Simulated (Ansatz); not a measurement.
**HCl (hydrogen chloride): HF/3-21G**

Aim: the vertical ionisation energy of HCl (hydrogen chloride) at HF/3-21G, from 2 runs. 

Program for the calculation: Ansatz 0.2.0.

32 further runs of the same task are left out: 32 set aside as unsound or not needed.

### Step 1. Starting point

HCl: 2 atoms, total charge 0, spin state singlet. SMILES: `Cl`. The shape is that of a PBE0-D4/def2-TZVP optimisation.

Bond lengths: Cl1–H2 1.279 Å.

### Step 2. The energy at HF/3-21G

in.yaml

```yaml
crystal:
  periodic: [false, false, false]
  atoms:
    - {symbol: Cl, position_ang: [0.546000, -0.178500, 0.280800]}
    - {symbol: H, position_ang: [-0.546000, 0.178500, -0.280800]}
basis:
  gaussian: {orbitals: 3-21G.json}
hamiltonian: {xc: hf}
accuracy: high
output: {orbitals: {seedname: orbitals}}
```

The basis set 3-21G is read from a file made from the Basis Set Exchange's data (not shown).

Command:

```
$ ansatz run in.yaml --threads 1 --pin off --max-ram 3480MiB --events-out events.jsonl --progress --plain --runs-dir runs
```

Output:

```text
Warning: RAYON_NUM_THREADS=1 ignored (pool sized by the plan → 1); use --threads N
Functional definition: HF
  name "HF"
  exchange = exact_x
  correlation = 0
258 factors; integrals over basis functions are off by at most 4.2e-9 eV
mean field evaluation 1: about -12458.7891 eV, gradient 1.1e1 eV
mean field evaluation 2: about -12458.7885 eV, gradient 1.1e1 eV
mean field evaluation 4: about -12459.2581 eV, gradient 5.1e-1 eV
mean field evaluation 8: about -12459.2587 eV, gradient 3.2e-7 eV
mean field -12459.25868697 eV, -457.8693115574 hartree, gradient 5.6e-9 eV, S^2 0.000000; 0 other end points of the search recorded, 0 dependent functions left out
reference -12459.25868697 eV, -457.8693115574 hartree; 9, 9 occupied and 6, 6 virtual orbitals, 258 factors
Total energy: -12459.25868697 eV, -457.8693115574 hartree
```

Wall time 0.06 s (1 thread of Arm Neoverse V2, shared host).

### Step 3. The doublet cation, same level

in.yaml

```yaml
crystal:
  periodic: [false, false, false]
  atoms:
    - symbol: Cl
      position_ang: [0.546000, -0.178500, 0.280800]
    - symbol: H
      position_ang: [-0.546000, 0.178500, -0.280800]
basis:
  gaussian:
    orbitals: 3-21G.json
total_charge: 1
magnetization:
  spin_polarized: true
  initial_magnetization: 1
hamiltonian:
  xc: hf
accuracy: high
output: {orbitals: {seedname: orbitals}}
```

The basis set 3-21G is read from a file made from the Basis Set Exchange's data (not shown).

Command:

```
$ ansatz run in.yaml --threads 1 --pin off --max-ram 3480MiB --events-out events.jsonl --progress --plain --runs-dir runs
```

Output:

```text
Warning: RAYON_NUM_THREADS=1 ignored (pool sized by the plan → 1); use --threads N
[... 4 set-up lines as earlier in the session ...]
258 factors; integrals over basis functions are off by at most 4.2e-9 eV
mean field evaluation 1: about -12446.9955 eV, gradient 7.9e0 eV
mean field evaluation 2: about -12446.9977 eV, gradient 7.8e0 eV
mean field evaluation 4: about -12447.3843 eV, gradient 3.3e-1 eV
mean field evaluation 8: about -12447.3854 eV, gradient 7.3e-7 eV
mean field evaluation 16: about -12447.3854 eV, gradient 1.2e-8 eV
mean field -12447.38541393 eV, -457.4329768212 hartree, gradient 1.2e-8 eV, S^2 0.752506; 0 other end points of the search recorded, 0 dependent functions left out
reference -12447.38541393 eV, -457.4329768212 hartree; 9, 8 occupied and 6, 7 virtual orbitals, 258 factors
Total energy: -12447.38541393 eV, -457.4329768212 hartree
```

It took 0.08 s on 1 thread of Arm Neoverse V2, shared host.

### Step 4. Outcome

Level: HF/3-21G.

| quantity | value |
| --- | --- |
| singlet HCl: total energy | -457.86931 Eh |
| singlet HCl: HOMO energy | -13.04 eV |
| singlet HCl: LUMO energy | 4.67 eV |
| singlet HCl: HOMO–LUMO gap | 17.72 eV |
| doublet cation: total energy | -457.43298 Eh |
| doublet cation: HOMO energy (highest over α and β) | -23.03 eV |
| doublet cation: LUMO energy (lowest over α and β) | -10.82 eV |
| doublet cation: ⟨S²⟩ | 0.753 |
| vertical ionisation energy (to the doublet cation) | 11.873 eV |

**Reading.** Removing an electron at fixed nuclei costs 11.87 eV (1146 kJ/mol). −ε(HOMO) before ionisation, 13.04 eV, is 1.17 eV above this ionisation energy.
